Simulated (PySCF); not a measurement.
Geometries of 2 isomers of C3HF2N, from PBE0-D3(BJ)/def2-SVP geometry optimisation, gas phase (PySCF 2.14.0). One conformer each, no zero-point energy, no frequencies.

Problem. Which isomer lies lower at this level?
A.
```xyz
7
angstrom
N      2.190   -1.148   -0.662
C      1.333   -0.443   -0.324
C      0.296    0.429    0.092
C     -0.983    0.040    0.141
F     -1.412   -1.141   -0.178
F     -1.954    0.815    0.519
H      0.534    1.453    0.383
```
B.
```xyz
7
angstrom
N      2.499   -0.465    0.069
C      1.395   -0.145    0.208
C      0.039    0.257    0.400
F     -0.204    1.007    1.468
C     -0.965   -0.077   -0.421
F     -0.762   -0.816   -1.488
H     -1.996    0.243   -0.252
```

Solution. A. That is `FC(=CC#N)F`, 14.8 kcal/mol below the other.

```tsv
SMILES	atoms numbered as above	E (Eh)	relative (kcal/mol)	relative (kJ/mol)	dipole (D)
N#CC=C(F)F	[N:1]#[C:2][CH:3]=[C:4]([F:5])[F:6]	-368.64435	0.0	0.0	3.42
N#C/C(F)=C\F	[N:1]#[C:2]/[C:3]([F:4])=[CH:5]\[F:6]	-368.62075	14.8	62.0	3.43
```

As drawn, the lower has two fluorines on one carbon, which the higher lacks.
